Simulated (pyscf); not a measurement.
# Four-centre exchange: H₂N–SiH(Cl)–Cl + hydrogen chloride (HCl) → H₂N–Si(Cl)(Cl)–Cl + hydrogen (H₂)

Gas phase, singlet surface, charge 0. Bonds broken: Si2–H7, Cl8–H9. Bonds formed: Si2–Cl8, H7–H9. PySCF, gas phase, ωB97X-D3(BJ)/def2-SVP geometries.

Transition state (Å):

```xyz
9

N     -0.1447     0.5103     0.8386
Si    -1.0402    -0.1735    -0.4114
Cl    -0.9530    -2.1895     0.1318
Cl    -3.0311     0.0730    -0.7714
H      0.1367    -0.0497     1.6354
H      0.1192     1.4877     0.8564
H     -0.3228    -0.6845    -1.8320
Cl    -0.5419     1.8547    -1.7091
H     -0.2881     0.2311    -2.0056
```

One imaginary mode, 889i cm⁻¹; descent along it reached the two sides named.

| bond | change | reactant side (Å) | saddle | product side |
|---|---|---|---|---|
| Si2–H7 | breaks | 1.473 | 1.672 | 3.8 |
| Cl8–H9 | breaks | 1.287 | 1.670 | 3.8 |
| Si2–Cl8 | forms | 3.5 | 2.459 | 2.042 |
| H7–H9 | forms | 2.7 | 0.933 | 0.760 |

Electronic energies relative to the separated reactants (eV):

```tsv
level	barrier	reaction energy	reverse barrier
ωB97X-D3(BJ)/def2-TZVP	1.35	-0.90	2.25
PBE/def2-TZVP	1.14	-0.76	1.90
r²SCAN/def2-TZVP	1.18	-0.86	2.04
B3LYP-D3(BJ)/def2-TZVP	1.36	-0.81	2.16
PBE0-D3(BJ)/def2-TZVP	1.21	-0.81	2.01
M06-2X/def2-TZVP	1.40	-0.87	2.27
ωB97M-D3(BJ)/def2-TZVP	1.41	-0.80	2.20
HF/def2-TZVP	2.34	-0.60	2.94
```

With ωB97M-D3(BJ)/def2-TZVP energies and thermal terms (ideal gas, 1 atm, RRHO with modes under 100 cm⁻¹ raised to 100, one conformer, R ln 2 for rigid chiral ones), in eV:

```json
[
 {"T (K)": "298", "ΔH‡": "1.40", "ΔG‡": "1.88", "ΔH": "-0.87", "ΔG": "-0.79"},
 {"T (K)": "600", "ΔH‡": "1.39", "ΔG‡": "2.39", "ΔH": "-0.83", "ΔG": "-0.73"},
 {"T (K)": "900", "ΔH‡": "1.40", "ΔG‡": "2.88", "ΔH": "-0.80", "ΔG": "-0.69"},
 {"T (K)": "1200", "ΔH‡": "1.42", "ΔG‡": "3.37", "ΔH": "-0.79", "ΔG": "-0.66"}
]
```

This is the saddle that the search found; another between the same sides may lie lower.
